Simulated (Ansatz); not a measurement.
in.yaml

```yaml
crystal:
  periodic: [false, false, false]
  atoms:
    - {symbol: H, position_ang: [-2.119721, 0.059434, 0.000000]}
    - {symbol: H, position_ang: [-0.998721, 0.059434, 0.000000]}
    - {symbol: N, position_ang: [0.191279, 0.059434, 0.000000]}
    - {symbol: H, position_ang: [0.460361, -0.944792, 0.000000]}
basis:
  gaussian: {orbitals: cc-pVDZ}
magnetization: {spin_polarized: false, initial_magnetization: 2}
correlation: {method: fci, electrons: outside_noble_gas}
```

```sh
$ ansatz run in.yaml --threads 2 --pin off --events-out ev --progress --plain --max-ram 34560MiB --backend cuda --devices 0, --max-vram 37GiB
```

Output:

```
499 factors; integrals over basis functions are off by at most 2.4e-7 eV
mean field evaluation 1: about -1523.9512 eV, gradient 1.2e1 eV
mean field evaluation 2: about -1523.9513 eV, gradient 1.2e1 eV
mean field evaluation 4: about -1524.4845 eV, gradient 2.8e0 eV
mean field evaluation 8: about -1524.5760 eV, gradient 1.8e-1 eV
mean field -1524.57623518 eV, -56.0271432478 hartree, gradient 1.7e-6 eV, S^2 2.000000; 0 other end points of the search recorded, 0 dependent functions left out
mean field evaluation 16: about -1524.7691 eV, gradient 3.8e0 eV
1 core orbitals not correlated: weight in the atoms' cores, before any rotation towards them, 1.000 or more for the frozen orbitals, at most 0.000 for the correlated occupied ones
reference -1524.57623518 eV, -56.0271432478 hartree; 5, 3 occupied and 23, 25 virtual orbitals, 499 factors
state -1529.86053208 eV, -56.2213375771 hartree
Total energy: -1529.86053208 eV, -56.2213375771 hartree
```

Natural occupations: 1.9724 1.9563 1.9423 0.9996 0.9920 0.0414 0.0308 0.0128 0.0084 0.0071 0.0066 0.0053 0.0051 0.0045 0.0044 0.0023 0.0015 0.0014 0.0012 0.0012 0.0010 0.0007 0.0007 0.0004.

Ran on 2 threads of AMD EPYC 7R13 with a shared H100 80 GB, shared host: 16 s wall, 0.8 GiB peak host memory.
